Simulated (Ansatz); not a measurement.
Input (CCSDT(Q)/def2-TZVPP; Ansatz, a first-principles code):

Ansatz 0.2 input:
```yaml
crystal:
  periodic: [false, false, false]
  atoms:
    - {symbol: Li, position_ang: [-0.00000000, -0.00000000, -1.17116215]}
    - {symbol: F, position_ang: [0.00000000, 0.00000000, 0.39038738]}
basis:
  gaussian:
    orbitals: def2-TZVPP
magnetization: {spin_polarized: false}
correlation: {method: ccsdt_q, electrons: outside_noble_gas}
```

Output:

```
Functional definition: HF
integrals: 0.02 GiB planned
637 factors; integrals over basis functions are off by at most 1.9e-7 eV
mean field: 0.09 GiB planned
mean field evaluation 1: about -2908.7910 eV, gradient 3.9e1 eV
mean field evaluation 2: about -2908.7940 eV, gradient 3.9e1 eV
mean field evaluation 4: about -2911.2257 eV, gradient 1.1e0 eV
mean field evaluation 8: about -2911.2277 eV, gradient 4.5e-4 eV
mean field evaluation 16: about -2911.2277 eV, gradient 2.3e-6 eV
mean field -2911.22771514 eV, -106.9856452305 hartree, gradient 2.3e-6 eV, S^2 0.000000; 0 other end points of the search recorded, 0 dependent functions left out
2 core orbitals not correlated
reference -2911.22771514 eV, -106.9856452305 hartree; 4, 4 occupied and 44, 44 virtual orbitals, 637 factors
second order -7.46944879 eV of doubles, -0.00000000 eV of singles
coupled cluster: 0.31 GiB planned
cycle   1  -7.24420806 eV  change    2.3e-1 eV  update   7.2e-2
cycle   2  -7.47918889 eV  change   -2.3e-1 eV  update   4.4e-2
cycle   3  -7.60634934 eV  change   -1.3e-1 eV  update   1.3e-2
cycle   4  -7.62160910 eV  change   -1.5e-2 eV  update   6.3e-3
cycle   5  -7.60314928 eV  change    1.8e-2 eV  update   3.3e-3
cycle   6  -7.59883792 eV  change    4.3e-3 eV  update   1.4e-3
cycle   7  -7.59979372 eV  change   -9.6e-4 eV  update   6.2e-4
cycle   8  -7.60051981 eV  change   -7.3e-4 eV  update   2.1e-4
cycle   9  -7.60064521 eV  change   -1.3e-4 eV  update   1.2e-4
cycle  10  -7.60055993 eV  change    8.5e-5 eV  update   3.9e-5
cycle  11  -7.60059575 eV  change   -3.6e-5 eV  update   2.3e-5
cycle  12  -7.60055868 eV  change    3.7e-5 eV  update   1.1e-5
cycle  13  -7.60055339 eV  change    5.3e-6 eV  update   6.3e-6
cycle  14  -7.60055131 eV  change    2.1e-6 eV  update   2.0e-6
cycle  15  -7.60054880 eV  change    2.5e-6 eV  update   1.4e-6
cycle  16  -7.60054822 eV  change    5.8e-7 eV  update   3.1e-7
perturbative correction -0.00921948 eV, -0.0003388096 hartree
Total energy: -2918.83748285 eV, -107.2652990355 hartree
```
